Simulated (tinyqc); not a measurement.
Worked calculation: RHF in the sto-3g basis, for H2O, spin multiplicity 1. One step of it, computed by the program tinyqc.

Task: Iteration 1: diagonalisation and new density. Diagonalise F' = X^T F X, C = X C', fill 5 alpha and 5 beta electrons from the bottom; D = 2 C_occ C_occ^T. Each column has its largest component positive (the first on a tie).

Fock matrix F (hartree):
```
             1O 1s      1O 2s    1O 2px     1O 2py     1O 2pz      2H 1s      3H 1s
1O 1s   -18.828862  -4.877085  0.000000   0.000000  -0.012951  -0.883431  -0.883431
1O 2s    -4.877085  -1.816639  0.000000   0.000000  -0.201243  -0.629410  -0.629410
1O 2px    0.000000   0.000000  0.288933   0.000000   0.000000   0.000000   0.000000
1O 2py    0.000000   0.000000  0.000000   0.170245   0.000000  -0.175449   0.175449
1O 2pz   -0.012951  -0.201243  0.000000   0.000000   0.205999  -0.207186  -0.207186
2H 1s    -0.883431  -0.629410  0.000000  -0.175449  -0.207186  -0.179514  -0.221427
3H 1s    -0.883431  -0.629410  0.000000   0.175449  -0.207186  -0.221427  -0.179514
```

X:
```
            1O 1s      1O 2s    1O 2px     1O 2py     1O 2pz      2H 1s      3H 1s
1O 1s    1.023772  -0.138324  0.000000   0.000000  -0.008496   0.019707   0.019707
1O 2s   -0.138324   1.176458  0.000000   0.000000   0.084331  -0.238170  -0.238170
1O 2px   0.000000   0.000000  1.000000   0.000000   0.000000   0.000000   0.000000
1O 2py   0.000000   0.000000  0.000000   1.078665   0.000000  -0.185138   0.185138
1O 2pz  -0.008496   0.084331  0.000000   0.000000   1.046021  -0.130448  -0.130448
2H 1s    0.019707  -0.238170  0.000000  -0.185138  -0.130448   1.148642  -0.074932
3H 1s    0.019707  -0.238170  0.000000   0.185138  -0.130448  -0.074932   1.148642
```

Give: F' = X^T F X; orbital energies; coefficients C; D after iteration 1.

Result:

F' = X^T F X (hartree):
```
         1       2      3       4       5       6       7
1  -18.453  -2.635  0.000   0.000  -0.024  -0.117  -0.117
2   -2.635  -0.765  0.000   0.000  -0.060  -0.337  -0.337
3    0.000   0.000  0.289   0.000   0.000   0.000   0.000
4    0.000   0.000  0.000   0.341   0.000  -0.287   0.287
5   -0.024  -0.060  0.000   0.000   0.306  -0.221  -0.221
6   -0.117  -0.337  0.000  -0.287  -0.221   0.155  -0.079
7   -0.117  -0.337  0.000   0.287  -0.221  -0.079   0.155
```

orbital energies (hartree): MO1 -18.840, MO2 -0.701, MO3 -0.122, MO4 0.120, MO5 0.289, MO6 0.585, MO7 0.697

coefficients C:
```
           MO1     MO2     MO3     MO4    MO5     MO6     MO7
1O 1s    0.993  -0.224   0.000  -0.150  0.000  -0.094   0.000
1O 2s    0.029   0.788   0.000   0.734  0.000   0.602   0.000
1O 2px   0.000   0.000   0.000   0.000  1.000   0.000   0.000
1O 2py   0.000   0.000   0.514   0.000  0.000   0.000   0.984
1O 2pz   0.003   0.192   0.000  -0.581  0.000   0.872   0.000
2H 1s   -0.006   0.197   0.529  -0.417  0.000  -0.661  -0.709
3H 1s   -0.006   0.197  -0.529  -0.417  0.000  -0.661   0.709
```

D after iteration 1:
```
         1O 1s   1O 2s  1O 2px  1O 2py  1O 2pz   2H 1s   3H 1s
1O 1s    2.118  -0.515   0.000   0.000   0.096   0.026   0.026
1O 2s   -0.515   2.322   0.000   0.000  -0.549  -0.303  -0.303
1O 2px   0.000   0.000   2.000   0.000   0.000   0.000   0.000
1O 2py   0.000   0.000   0.000   0.528   0.000   0.543  -0.543
1O 2pz   0.096  -0.549   0.000   0.000   0.749   0.561   0.561
2H 1s    0.026  -0.303   0.000   0.543   0.561   0.985  -0.133
3H 1s    0.026  -0.303   0.000  -0.543   0.561  -0.133   0.985
```
